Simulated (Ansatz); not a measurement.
# NH2O (doublet): from Hartree-Fock to the top rungs, def2-TZVPP

The task here is to estimate one member of a computed series from the others.

Method: def2-TZVPP, core rule «outside noble gas», up to 2 orbitals frozen; program: Ansatz 0.2.0, Gaussian basis.

To be run: UHF; ROHF; CCSD(T) on UHF.

2 further runs of the same task are left out: 2 set aside as unsound or not needed.

### The geometry

The geometry is a PBE0/def2-TZVP stationary point (not a proven minimum).

4 atoms, charge 0, spin multiplicity 2.

Atoms are counted from 1 here; the program's logs count them from 0.

Bond lengths: N1–O2 1.354 Å, N1–H3 1.026 Å, O2–H4 0.964 Å. Angles: O2–N1–H3 101.2°, N1–O2–H4 104.4°.

The first run:

The input, in.yaml:

```yaml
crystal:
  periodic: [false, false, false]
  atoms:
    - {symbol: N, position_ang: [0.000000, -0.176115, 0.698274]}
    - {symbol: O, position_ang: [0.000000, 0.150778, -0.615224]}
    - {symbol: H, position_ang: [0.000000, 0.752120, 1.135262]}
    - {symbol: H, position_ang: [0.000000, -0.698120, -1.073059]}
basis:
  gaussian: {orbitals: def2-TZVPP}
magnetization: {spin_polarized: true, initial_magnetization: 1}
hamiltonian: {xc: hf}
output: {orbitals: {seedname: orbitals}}
```

Launch:

```
> ansatz run in.yaml --threads 1 --pin off --events-out ev --progress --plain --max-ram 3968MiB --backend cpu
```

Among the steps run: UHF; ROHF; CCSD(T) on UHF.

One table of the session follows, with a row left open; its other results are not shown here.

| method | from UCCSD(T) (meV) |
| --- | --- |
| ROHF | +12541.4 |
| UHF | +12368.2 |
| UMP2 | +904.6 |
| UCCSD | ? |
| UCCSD(T) | 0 |

**Question.** Estimate the row for UCCSD.

As computed: from UCCSD(T) (meV): +436.8. In the column «from UCCSD(T) (meV)» it lies between UCCSD(T) (0) and UMP2 (+904.6).

With the free atoms at the same levels and basis (separate runs), the atomisation energy is 11.099 eV at UCCSD(T), 6.290 eV at ROHF.
